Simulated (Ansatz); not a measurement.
Compare A (`CS(=O)(=O)O`) with its isomer B (`OC(O)(O)S`).

Program: Ansatz. Geometries: PBE0-D4/def2-TZVP. ΔE: electronic, gas phase. CCSD(T)/CBS is the MP2 limit (def2-TZVPP, def2-QZVPP) plus CCSD(T) − MP2 in def2-TZVPP, frozen cores. Functionals use def2-TZVPP. B3LYP here is the variant with VWN-RPA as its local correlation; programs differ in this. Each species was taken in one conformer, which may not be the lowest.

(1) Which is lower in electronic energy at CCSD(T)/CBS, and by how much? (Best estimate.)

(2) Give E(B) − E(A) in kcal/mol with PBE0-D4, B3LYP, r2SCAN-D4, CCSD/def2-TZVPP, ωB97M-V, B3LYP-D4, HF/def2-TZVPP. (Best estimate.)

(3) Does the order hold for the free energy at 298.15 K (harmonic terms from PBE0-D4)? (Estimate.)

Largest T1 diagnostic: 0.015.

Results:

(1) Computed: B, by 4.3 kcal/mol.

(2) Computed: PBE0-D4 -4.1, B3LYP -5.9, r2SCAN-D4 0.2, CCSD/def2-TZVPP -10.2, ωB97M-V -7.3, B3LYP-D4 -5.5, HF/def2-TZVPP -11.5. The order is the other way round with r2SCAN-D4.

(3) The calculation gave: Yes: G(B) − G(A) = -6.0 kcal/mol, for one conformer each.

From BLYP to BHLYP (50 % exact exchange), in def2-TZVPP and without D4, E(B) − E(A) moves by −2.7 kcal/mol. At CCSD(T), def2-SVP lies −49.8 kcal/mol from the extrapolated value and def2-TZVPP −4.6 kcal/mol.
